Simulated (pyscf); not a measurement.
Thermochemistry of product channels of F–GeH₃ + GeH₂ [singlet] on the singlet surface, in kcal/mol, from ωB97M-D3(BJ)/def2-TZVP energies (ideal gas, 1 atm, RRHO with modes under 100 cm⁻¹ raised to 100, one conformer, R ln 2 for chiral ones without a mode under 150 cm⁻¹). Structures and frequencies: ωB97X-D3(BJ)/def2-SVP in PySCF.

```csv
products,ΔE,ΔH(298 K),ΔG(600 K),ΔG(900 K)
GeH₄ + F–GeH: [singlet],?,-13.5,-13.0,-12.7
F–GeH=GeH₂ + H₂,+0.7,+0.1,+1.8,?
```

Problem. Fill in the missing entries.

Solution. 
- GeH₄ + F–GeH: [singlet], ΔE: -13.9
- F–GeH=GeH₂ + H₂, ΔG(900 K): +1.7

These are energies of the channels, which say nothing of barriers. F–GeH=GeH₂ lies 14.9 kcal/mol over its isomer F–Ge:–GeH₃ [singlet] (electronic energy, ωB97M-D3(BJ)/def2-TZVP). F–GeH=GeH₂ may be a fragile minimum: a first optimisation, from another start, lost the drawn bonds. Elements up to Kr have no core potential and no relativistic terms here.
